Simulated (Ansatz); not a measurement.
Diamond-structure Si, treated with r²SCAN0 in Ansatz (plane waves, PAW).

Run with plane-wave cutoff 600 eV, 8×8×8 k mesh, finite displacements, scalar-relativistic PAW data made under PBE.

Computed at the level's own relaxed cell.

```cif
data_Si2
_chemical_formula_sum 'Si2'
_space_group_name_H-M_alt 'P 1'
_space_group_IT_number 1
_cell_length_a 3.83667
_cell_length_b 3.83667
_cell_length_c 3.83667
_cell_angle_alpha 60.000
_cell_angle_beta 60.000
_cell_angle_gamma 60.000
loop_
_space_group_symop_operation_xyz
  'x, y, z'
loop_
_atom_site_label
_atom_site_type_symbol
_atom_site_fract_x
_atom_site_fract_y
_atom_site_fract_z
_atom_site_occupancy
Si1 Si 0.50000 0.50000 0.50000 1
Si2 Si 0.75000 0.75000 0.75000 1
```

Harmonic phonon frequencies (cm⁻¹; i marks an imaginary mode):

| q point | frequencies |
|---|---|
| Γ | 0 0 0 537 537 537 |
| X | ? |
| L | ? |

Task: Complete the blanks.

Result: 
- X, frequencies: 162 162 430 430 477 477
- L, frequencies: 121 121 395 428 510 510

Measured, for comparison: zone-centre TO phonon frequency 525 cm⁻¹ (low temperature, zero-point motion not removed; as tabulated in Tanner et al. (2021), arXiv:2110.11888). Computed (rounded) less measured: zone-centre TO phonon frequency +2 %.

No imaginary mode appears at these points.

Ansatz is a quantum-chemistry and plane-wave program.
